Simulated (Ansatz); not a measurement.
in.yaml

```yaml
crystal:
  periodic: [false, false, false]
  atoms:
    - {symbol: B, position_ang: [0.000000, 0.000000, 1.359767]}
    - {symbol: Al, position_ang: [0.000000, 0.000000, -0.696233]}
    - {symbol: H, position_ang: [0.000000, 1.004980, 2.026403]}
    - {symbol: H, position_ang: [0.000000, -1.004980, 2.026403]}
basis:
  gaussian: {orbitals: 6-31G}
correlation: {method: sc_nevpt2, electrons: outside_noble_gas, active_space: {window: {electrons: 2, orbitals: 2}}}
```

```sh
$ ansatz run in.yaml --threads 1 --pin off --events-out ev --progress --plain --max-ram 3968MiB --backend cpu
```

Output:

```
328 factors; integrals over basis functions are off by at most 2.6e-4 eV
mean field evaluation 1: about -7282.3566 eV, gradient 8.9e0 eV
mean field evaluation 2: about -7282.3549 eV, gradient 8.9e0 eV
mean field evaluation 4: about -7282.8363 eV, gradient 4.3e-1 eV
mean field evaluation 8: about -7282.8372 eV, gradient 2.3e-4 eV
mean field evaluation 16: about -7280.0628 eV, gradient 1.7e0 eV
mean field -7282.83718798 eV, -267.6393301738 hartree, gradient 2.6e-6 eV, S^2 0.000000; 2 other end points of the search recorded, 0 dependent functions left out; unrestricted orbitals would lower it
reference -7282.83718798 eV, -267.6393301738 hartree; 10, 10 occupied and 16, 16 virtual orbitals, 328 factors
state -7283.21545623 eV, -267.6532312757 hartree
state -7283.21545623 eV, -267.6532312757 hartree; corrected -7284.95112112 eV, -267.7170157841 hartree
state -7283.17787664 eV, -267.6518502514 hartree
state -7283.17787664 eV, -267.6518502514 hartree; corrected -7284.96988495 eV, -267.7177053421 hartree
state -7283.17787664 eV, -267.6518502514 hartree; corrected -7284.96988495 eV, -267.7177053421 hartree
WARN: the results are in doubt because another end's mean lies 0.038 eV lower, and its corrected mean 0.019 eV higher
Total energy: -7284.96988495 eV, -267.7177053421 hartree
In doubt: another end's mean lies 0.038 eV lower, and its corrected mean 0.019 eV higher
```

For the same geometry and basis full CI lies 768.8 meV lower.

Ran on 1 thread of AMD EPYC 7R13, shared host: 0.42 s wall, 0.1 GiB peak host memory.
